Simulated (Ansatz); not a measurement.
We consider 1T (CdI2-type) TiTe₂, described by r²SCAN-D4 (Ansatz, a program for electronic structure, PAW).

Run with plane-wave cutoff 560 eV, 18×18×10 k mesh (along the axes of the cell as run), Fermi–Dirac smearing 0.05 eV, no spin polarisation, scalar-relativistic PAW data made under PBE.

Equation-of-state points:

```
V (Å³/atom)  E − E_lowest (meV/atom)
-----------  -----------------------
26.575                          3.94
27.128                          0.92
27.682                          0.00
28.236                          0.71
28.789                          2.61
```

Problem. What bulk modulus B0 and pressure derivative B′ does a third-order Birch–Murnaghan fit give?

Solution. V0 = 27.691 Å³/atom, B0 = 23.2 GPa, B′ = 13.3 (fit to the energies at full precision).

Shape and atoms are relaxed at each volume.

Note: the bulk modulus comes from volumes at which shape and atoms were relaxed.

Spin–orbit coupling is not included; it can open a gap where bands touch, and shift volumes and moduli.

The computed numbers hold no vibrational or temperature effects.

Cost on a shared machine: roughly 27 core-minutes.
